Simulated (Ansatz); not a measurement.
# Property card for Sn2Ru

The calculation used DFT r2SCAN, scalar-relativistic, plane waves, PAW (Ansatz).

Plane waves to 500 eV, a k mesh through Γ of 8×8×8 on the computed 6-atom cell and Gaussian smearing (0.10 eV); no spin polarisation.

The structure is relaxed at this level of theory with its symmetry kept. Whether it is the stable form of this composition wasn't checked.

```
Sn Ru
1.0
    -3.18954    3.18954    2.88618
     3.18954   -3.18954    2.88618
     3.18954    3.18954   -2.88618
Sn Ru
4 2
Direct
  0.66317 0.16317 0.82634
  0.16317 0.33683 0.50000
  0.33683 0.83683 0.17366
  0.83683 0.66317 0.50000
  0.25000 0.25000 0.00000
  0.75000 0.75000 0.00000
```

Formation energy from the elements' standard states (uncorrected)?

-0.092 eV/atom.

Density of states at the Fermi level?

3.62 states/eV per cell.

Löwdin character within 0.5 eV of the Fermi level?

Ru 4d 61 %, Sn 5p 29 %.

Bulk modulus?

132 GPa.

Its pressure derivative?

5.0.

Bader charges (e)?

Sn (4 in the cell) 0.35, Ru (2 in the cell) -0.69.

Cost: 9 runs of about 18 core-minutes in all, on Intel Xeon Platinum 8488C (Sapphire Rapids) (shared hosts).